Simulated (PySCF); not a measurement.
A side-by-side comparison of computed properties.

First species: C2F3N.
SMILES: `[C-]#[N+]C(F)(F)F`

Second species: B2H5N.
SMILES: `BNB`

Levels: B3LYP/def2-SVPD for dipole moment, HOMO energy, LUMO energy, HOMO–LUMO gap, static isotropic polarisability and electronic spatial extent ⟨r²⟩ about the centre of nuclear charge; TDDFT B3LYP/def2-SVPD for lowest singlet excitation; TDA B3LYP/def2-SVPD for lowest triplet excitation (Tamm–Dancoff); ΔSCF B3LYP/def2-SVPD for vertical ionisation energy; PBE0-D3(BJ)/def2-SVP for rotational constant A and rotational constant C. Geometries: PBE0-D3(BJ)/def2-SVP. All species are isolated and taken at one optimised geometry, non-relativistic unless stated. Electronic properties by PySCF.

Values for the first species:

| Property | Result |
| --- | --- |
| Dipole moment | 1.06 D |
| HOMO energy | -9.68 eV |
| LUMO energy | -1.21 eV |
| HOMO–LUMO gap | 8.47 eV |
| Lowest singlet excitation | 7.63 eV |
| Lowest triplet excitation (Tamm–Dancoff) | 5.32 eV |
| Static isotropic polarisability | 32.2 au |
| Vertical ionisation energy | 12.72 eV |
| Electronic spatial extent ⟨r²⟩ about the centre of nuclear charge | 422 bohr² |
| Rotational constant A | 5.753 GHz |
| Rotational constant C | 3.228 GHz |

Q: Estimate the same properties for the second species, and the change in each.

A: 
| property | first | second | second less first |
| --- | --- | --- | --- |
| dipole moment | 1.06 D | 1.25 D | +0.19 D |
| HOMO energy | -9.68 eV | -8.98 eV | +0.70 eV |
| LUMO energy | -1.21 eV | -1.61 eV | -0.40 eV |
| HOMO–LUMO gap | 8.47 eV | 7.37 eV | -1.10 eV |
| lowest singlet excitation | 7.63 eV | 6.02 eV | -1.61 eV |
| lowest triplet excitation (Tamm–Dancoff) | 5.32 eV | 5.50 eV | +0.18 eV |
| static isotropic polarisability | 32.2 au | 39.4 au | +7.2 au |
| vertical ionisation energy | 12.72 eV | 11.53 eV | -1.19 eV |
| electronic spatial extent ⟨r²⟩ about the centre of nuclear charge | 422 bohr² | 184 bohr² | -238 bohr² |
| rotational constant A | 5.753 GHz | 49.805 GHz | +44.052 GHz |
| rotational constant C | 3.228 GHz | 8.526 GHz | +5.298 GHz |

On the first: The principal polarisabilities are 27.8, 27.8 and 40.9 au; their mean is the isotropic value. The dipole matches unit charges of opposite sign 0.22 Å apart (1 e·Å = 4.8032 D).

On the second: S1 lies 1.35 eV below the HOMO–LUMO gap; its leading configuration is HOMO→LUMO, weight 0.98. The 10 singlets span 6.02 to 9.12 eV, and their oscillator strengths add up to 0.43.
